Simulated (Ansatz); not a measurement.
**The cluster TiO₂−: the relaxed shape and its frontier levels**

Aim: characterise the cluster TiO₂− as a doublet: its structure, frontier levels and distribution of charge and spin.

The runs use Ansatz 0.2.0, Gaussian basis; UKS PBE0-D4/def2-TZVPD.

Levels to be run: relaxation at PBE-D4/def2-TZVPD; a single point at PBE0-D4/def2-TZVPD.

**1. Starting geometry**

3 atoms, charge -1, spin multiplicity 2.

Atoms are counted from 1 here; the program's logs count them from 0.

Bond lengths: Ti1–O2 1.813 Å, Ti1–O3 2.334 Å, O2–O3 1.459 Å. Angles: O2–Ti1–O3 38.7°, Ti1–O2–O3 90.4°, Ti1–O3–O2 50.9°.

Geometry (Å):

```xyz
3
charge -1, multiplicity 2
Ti    0.06080    1.17242    0.57131
O     0.43716   -0.57586    0.27444
O    -0.49796   -0.59656   -0.84574
```

No spin-orbit coupling is included. The ion is computed in the gas phase, without counter-ions or solvent.

The start is a GFN2-xTB geometry.

**2. Relaxation at PBE-D4/def2-TZVPD**

Input file in.yaml:

```yaml
crystal:
  periodic: [false, false, false]
  atoms:
    - {symbol: Ti, position_ang: [0.060800, 1.172420, 0.571310]}
    - {symbol: O, position_ang: [0.437160, -0.575860, 0.274440]}
    - {symbol: O, position_ang: [-0.497960, -0.596560, -0.845740]}
basis:
  gaussian: {orbitals: def2-TZVPD}
total_charge: -1
magnetization: {spin_polarized: true, initial_magnetization: 1}
hamiltonian: {xc: pbe, dispersion: d4}
scf: {lower_state_search: "off"}
output: {orbitals: {seedname: orbitals}}
relax: {f_tol: 0.02, max_steps: 100}
```

Launch:

```
> ansatz run in.yaml --threads 2 --pin off --events-out ev --progress --plain --max-ram 4352MiB
```

After this run come: Single point, PBE0-D4/def2-TZVPD.

Before running them: what should the planned runs give, taken together? Wanted: point group; near neighbours of the metal; HOMO, LUMO at PBE0-D4/def2-TZVPD; ⟨S²⟩; charge on the metal; spin on the metal.

**Answer**, as computed:

```
                                          quantity             value
                                       point group               C2v
                      near neighbours of the metal  O 1.86, O 1.86 Å
HOMO, LUMO at PBE0-D4/def2-TZVPD (over both spins)     0.32, 2.74 eV
                                              ⟨S²⟩             1.154
charge on the metal (Mulliken, PBE0-D4/def2-TZVPD)           -0.26 e
                      spin on the metal (Mulliken)              0.98
```

The molecule keeps its bonding pattern by the stored test; the atoms moved 0.22 Å (rms), and the angle Ti1–O2–O3 went from 90° to 67°. Of 1 unpaired electron, 0.98 sit on the metal by Mulliken's count. No usable vibrations, so a minimum isn't proven. The alpha HOMO lies nearest to Ti1 87 %; O2, O3 about 6 % each and the alpha LUMO to Ti1 88 %; O2, O3 about 6 % each (shares on a coarse grid); over both spins the HOMO of beta spin, not drawn, take the frontier's place. Doubts on the single point: spin contamination, highest occupied level lies above zero. Whether this spin is the lowest isn't tested here.
